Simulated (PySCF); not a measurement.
# C5H9Cl (Chlorocyclopentane): the cost of one run

Computed with PySCF 2.14.0, with density-fitted response routines of our own, on a single molecule in the gas phase. Atoms are numbered from 0 throughout.

## Step 1: Starting geometry

15 atoms, charge 0, multiplicity 1; geometry from: MMFF94s. The atoms were then displaced at random by about 0.03 Å, so the start is not that level's minimum.

Bonds of the start (Å): Cl0–C1 1.79, C1–C2 1.54, C2–C3 1.39, C3–C4 1.59, C4–C5 1.51, C5–C1 1.50, C1–H6 1.12, C2–H7 1.08, C2–H8 1.15, C3–H9 1.19, C3–H10 1.05, C4–H11 1.05, C4–H12 1.15, C5–H13 1.14, C5–H14 1.12.

## Step 2: Relaxing the molecule at PBE0-D3(BJ)/def2-SVP

Job settings and geometry (Å):

```
{"job": {"xc": "PBE0", "basis": "def2-SVP", "d3": "d3bj", "grid": 1, "shake": 0.03, "kind": "geom"}, "charge": 0, "multiplicity": 1}
Cl     2.125370     0.024160    -1.335790
C      1.179690    -0.426980     0.119600
C      0.512140     0.775750     0.807310
C     -0.616580     1.071880     0.053800
C     -1.106820    -0.269420    -0.650530
C     -0.032230    -1.243640    -0.234680
H      1.937470    -0.955500     0.759970
H      0.367550     0.522230     1.849700
H      1.223010     1.674110     0.937290
H     -1.515320     1.412700     0.763010
H     -0.578930     1.834830    -0.663130
H     -1.103380    -0.109210    -1.685980
H     -2.176960    -0.561410    -0.341700
H     -0.402050    -1.801610     0.682140
H      0.154250    -2.023990    -1.017010
```

Launch:

```console
OMP_NUM_THREADS=1 python probes_run.py task.json out
```

This one command runs all jobs of the session in turn.

Q: Estimate the wall time and peak memory of this first job on 1 thread of Arm Neoverse V1, shared host.

About 52 s, with a peak of 0.58 GiB.
